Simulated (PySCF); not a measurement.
# Ar: ionisation energy

Ar [Ar] (1S) → Ar⁺ [Ne] 3s2 3p5 (2P), as a difference of total energies. Computed with PySCF 2.14 in cc-pVDZ-DK, with the spin-free X2C one-electron Hamiltonian (Gaussian nucleus). Correlated levels: valence: [Ne] frozen. The calculations carry no spin-orbit coupling.

```tsv
method	ionisation energy (eV)	error (eV)
UHF	14.659	-1.160
PBE0	15.742	-0.077
B3LYP	15.772	-0.047
MP2 (valence)	15.416	-0.403
SCS-MP2 (valence)	15.326	-0.493
CCSD (valence)	15.276	-0.543
CCSD(T) (valence)	15.277	-0.542
```

Reference: 15.819 eV (measured; NIST levels, between the centres of gravity of the two terms).

Errors of the correlated levels include the incompleteness of this basis and the frozen core.
